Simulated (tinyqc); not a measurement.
Worked calculation (part 2 of 2): RKS/BLYP in the sto-3g basis, for BH2+, spin multiplicity 1. Computed by tinyqc, a small Python program that keeps every step (integrals from PySCF). Command: `OMP_NUM_THREADS=1 python tinyqc.py 25606 25607 out.jsonl` (the two numbers bound the seeds that draw the settings). One thread of a shared host (Intel(R) Xeon(R) Processor @ 2.60GHz), about 0.6 s of CPU time with the checks.

Geometry (angstrom):
```
atom        x         y        z
B     0.00000   0.00000  0.00000
H     0.00000   1.60100  0.57100
H     0.00000  -1.60100  0.57100
```

## Iteration 2: DIIS over 2 matrices

error matrix X^T (FDS - SDF) X:
```
          1        2         3        4         5         6         7
1   0.00000  0.00000   0.39615  0.00000  -0.34277   0.00000  -0.51480
2   0.00000  0.00000   0.00000  0.00000   0.00000  -0.60604   0.00000
3  -0.39615  0.00000   0.00000  0.00000   0.08874   0.00000  -0.15509
4   0.00000  0.00000   0.00000  0.00000   0.00000   0.00000   0.00000
5   0.34277  0.00000  -0.08874  0.00000   0.00000   0.00000   0.14741
6   0.00000  0.60604   0.00000  0.00000   0.00000   0.00000   0.00000
7   0.51480  0.00000   0.15509  0.00000  -0.14741   0.00000   0.00000
```

B (overlaps of the stored error matrices):
```
                1               2
1   9.8343916e-01  -1.2216587e+00
2  -1.2216587e+00   1.9207629e+00
```

Minimise |sum c_i e_i|^2 with sum c_i = 1: solve [B -1; -1 0][c; lambda] = [0; -1] with B_ij = tr e_i^T e_j, and take F = sum c_i F_i.

DIIS coefficients: 0.58764  0.41236

extrapolated F (hartree):
```
           1B 1s     1B 2s    1B 2px    1B 2py    1B 2pz     2H 1s     3H 1s
1B 1s   -6.63918  -1.98967   0.00000   0.00000   0.01177  -0.16172  -0.16172
1B 2s   -1.98967  -1.09455   0.00000   0.00000   0.02315  -0.25375  -0.25375
1B 2px   0.00000   0.00000  -0.28452   0.00000   0.00000   0.00000   0.00000
1B 2py   0.00000   0.00000   0.00000  -0.32853   0.00000  -0.21754   0.21754
1B 2pz   0.01177   0.02315   0.00000   0.00000  -0.28746  -0.07364  -0.07364
2H 1s   -0.16172  -0.25375   0.00000  -0.21754  -0.07364  -0.38758  -0.01712
3H 1s   -0.16172  -0.25375   0.00000   0.21754  -0.07364  -0.01712  -0.38758
```

## Iteration 2: diagonalisation and new density

X:
```
               1         2         3        4         5         6        7
1B 1s   -0.51315   0.00000   0.65884  0.00000  -0.52128   0.00000  0.33909
1B 2s    0.93418   0.00000  -0.18627  0.00000  -0.17985   0.00000  0.55083
1B 2px   0.00000   0.00000   0.00000  1.00000   0.00000   0.00000  0.00000
1B 2py   0.00000   0.91232   0.00000  0.00000   0.00000   0.60279  0.00000
1B 2pz   0.25027   0.00000   0.66255  0.00000   0.70806   0.00000  0.14489
2H 1s   -0.54858  -0.65465  -0.31561  0.00000   0.25219   0.42002  0.34346
3H 1s   -0.54858   0.65465  -0.31561  0.00000   0.25219  -0.42002  0.34346
```

Diagonalise F' = X^T F X, C = X C', fill 3 alpha and 3 beta electrons from the bottom; D = 2 C_occ C_occ^T. Each column has its largest component positive (the first on a tie).

F' = X^T F X (hartree):
```
          1         2         3         4         5         6         7
1  -0.67113   0.00000   1.07112   0.00000  -0.90963   0.00000   0.77941
2   0.00000  -0.07128   0.00000   0.00000   0.00000   0.02803   0.00000
3   1.07112   0.00000  -2.49729   0.00000   2.10761   0.00000  -1.84022
4   0.00000   0.00000   0.00000  -0.28452   0.00000   0.00000   0.00000
5  -0.90963   0.00000   2.10761   0.00000  -2.34425   0.00000   1.83528
6   0.00000   0.02803   0.00000   0.00000   0.00000  -0.47040   0.00000
7   0.77941   0.00000  -1.84022   0.00000   1.83528   0.00000  -2.21741
```

orbital energies (hartree): MO1 -6.64672, MO2 -0.58050, MO3 -0.47236, MO4 -0.33780, MO5 -0.28452, MO6 -0.16507, MO7 -0.06932

coefficients C:
```
             MO1       MO2       MO3       MO4      MO5       MO6       MO7
1B 1s    0.98929  -0.26404   0.00000   0.10970  0.00000  -0.15383   0.00000
1B 2s    0.03837   0.82875   0.00000  -0.42127  0.00000   0.61431   0.00000
1B 2px   0.00000   0.00000   0.00000   0.00000  1.00000   0.00000   0.00000
1B 2py   0.00000   0.00000   0.53772   0.00000  0.00000   0.00000   0.95212
1B 2pz  -0.00093  -0.02787   0.00000   0.76347  0.00000   0.66353   0.00000
2H 1s   -0.00549   0.26794   0.46464   0.38054  0.00000  -0.60455  -0.62378
3H 1s   -0.00549   0.26794  -0.46464   0.38054  0.00000  -0.60455   0.62378
```

D after iteration 2:
```
           1B 1s     1B 2s   1B 2px    1B 2py    1B 2pz     2H 1s     3H 1s
1B 1s    2.09681  -0.36172  0.00000   0.00000   0.01287  -0.15234  -0.15234
1B 2s   -0.36172   1.37659  0.00000   0.00000  -0.04627   0.44368   0.44368
1B 2px   0.00000   0.00000  0.00000   0.00000   0.00000   0.00000   0.00000
1B 2py   0.00000   0.00000  0.00000   0.57829   0.00000   0.49969  -0.49969
1B 2pz   0.01287  -0.04627  0.00000   0.00000   0.00156  -0.01493  -0.01493
2H 1s   -0.15234   0.44368  0.00000   0.49969  -0.01493   0.57541  -0.28813
3H 1s   -0.15234   0.44368  0.00000  -0.49969  -0.01493  -0.28813   0.57541
```

## Iteration 8 (converged): orbitals

converged F (hartree):
```
           1B 1s     1B 2s    1B 2px    1B 2py    1B 2pz     2H 1s     3H 1s
1B 1s   -6.81264  -2.03283   0.00000   0.00000   0.00319  -0.16523  -0.16523
1B 2s   -2.03283  -1.18715   0.00000   0.00000  -0.00190  -0.27148  -0.27148
1B 2px   0.00000   0.00000  -0.37585   0.00000   0.00000   0.00000   0.00000
1B 2py   0.00000   0.00000   0.00000  -0.42077   0.00000  -0.23565   0.23565
1B 2pz   0.00319  -0.00190   0.00000   0.00000  -0.38132  -0.08353  -0.08353
2H 1s   -0.16523  -0.27148   0.00000  -0.23565  -0.08353  -0.46821  -0.01804
3H 1s   -0.16523  -0.27148   0.00000   0.23565  -0.08353  -0.01804  -0.46821
```

As before.

F' = X^T F X (hartree):
```
          1         2         3         4         5         6         7
1  -0.78291   0.00000   1.07554   0.00000  -0.93523   0.00000   0.78262
2   0.00000  -0.17311   0.00000   0.00000   0.00000   0.02156   0.00000
3   1.07554   0.00000  -2.61693   0.00000   2.13765   0.00000  -1.88096
4   0.00000   0.00000   0.00000  -0.37585   0.00000   0.00000   0.00000
5  -0.93523   0.00000   2.13765   0.00000  -2.44920   0.00000   1.84823
6   0.00000   0.02156   0.00000   0.00000   0.00000  -0.55038   0.00000
7   0.78262   0.00000  -1.88096   0.00000   1.84823   0.00000  -2.32464
```

orbital energies (hartree): MO1 -6.81981, MO2 -0.66386, MO3 -0.55160, MO4 -0.41636, MO5 -0.37585, MO6 -0.27365, MO7 -0.17188

coefficients C:
```
             MO1       MO2       MO3       MO4      MO5       MO6       MO7
1B 1s    0.98962  -0.26494   0.00000   0.11529  0.00000  -0.14583   0.00000
1B 2s    0.03727   0.83701   0.00000  -0.43923  0.00000   0.59013   0.00000
1B 2px   0.00000   0.00000   0.00000   0.00000  1.00000   0.00000   0.00000
1B 2py   0.00000   0.00000   0.54994   0.00000  0.00000   0.00000   0.94512
1B 2pz   0.00056   0.03800   0.00000   0.78529  0.00000   0.63705   0.00000
2H 1s   -0.00548   0.25598   0.45657   0.34759  0.00000  -0.62908  -0.62971
3H 1s   -0.00548   0.25598  -0.45657   0.34759  0.00000  -0.62908   0.62971
```

D after iteration 8:
```
           1B 1s     1B 2s   1B 2px    1B 2py    1B 2pz     2H 1s     3H 1s
1B 1s    2.09909  -0.36974  0.00000   0.00000  -0.01904  -0.14648  -0.14648
1B 2s   -0.36974   1.40395  0.00000   0.00000   0.06366   0.42810   0.42810
1B 2px   0.00000   0.00000  0.00000   0.00000   0.00000   0.00000   0.00000
1B 2py   0.00000   0.00000  0.00000   0.60486   0.00000   0.50216  -0.50216
1B 2pz  -0.01904   0.06366  0.00000   0.00000   0.00289   0.01945   0.01945
2H 1s   -0.14648   0.42810  0.00000   0.50216   0.01945   0.54801  -0.28579
3H 1s   -0.14648   0.42810  0.00000  -0.50216   0.01945  -0.28579   0.54801
```

## Convergence

Stop when the energy changes by less than 1e-09 hartree and every element of the error matrix X^T (F D S - S D F) X is below 9e-06.

Course of the cycle:
```
iteration  E (hartree)     change  largest element of the error matrix
1          -24.2680462          -                             5.02e-01
2          -24.4324059  -1.64e-01                             6.06e-01
3          -25.1669749  -7.35e-01                             4.31e-02
4          -25.1694345  -2.46e-03                             4.11e-02
5          -25.1710825  -1.65e-03                             1.83e-02
6          -25.1714190  -3.37e-04                             1.07e-03
7          -25.1714202  -1.14e-06                             9.92e-06
8          -25.1714202  -1.22e-10                             5.15e-08
```

PySCF RKS in the same basis, fine grid = -25.1716778 hartree

Converged in 8 iterations. The coarse grid moves the energy by +2.58e-04 hartree.

## Populations, bond orders and dipole

overlap S:
```
          1B 1s    1B 2s   1B 2px    1B 2py   1B 2pz    2H 1s     3H 1s
1B 1s   1.00000  0.26933  0.00000   0.00000  0.00000  0.02137   0.02137
1B 2s   0.26933  1.00000  0.00000   0.00000  0.00000  0.25260   0.25260
1B 2px  0.00000  0.00000  1.00000   0.00000  0.00000  0.00000   0.00000
1B 2py  0.00000  0.00000  0.00000   1.00000  0.00000  0.28436  -0.28436
1B 2pz  0.00000  0.00000  0.00000   0.00000  1.00000  0.10142   0.10142
2H 1s   0.02137  0.25260  0.00000   0.28436  0.10142  1.00000   0.01181
3H 1s   0.02137  0.25260  0.00000  -0.28436  0.10142  0.01181   1.00000
```

Mulliken: Z minus the diagonal of D S on the atom; Loewdin: the same with S^(1/2) D S^(1/2); Mayer order: 2 sum_s sum (D(s) S)_ij (D(s) S)_ji over the two atoms.

Charges (e):
```
atom  Mulliken  Loewdin
1B     0.58883  0.62281
2H     0.20559  0.18859
3H     0.20559  0.18859
```

Mayer bond orders:
```
pair    order
2-1   0.85842
3-1   0.85842
3-2   0.09931
```

dipole moment about the origin, x y z (debye): 0.00000  0.00000  0.64316
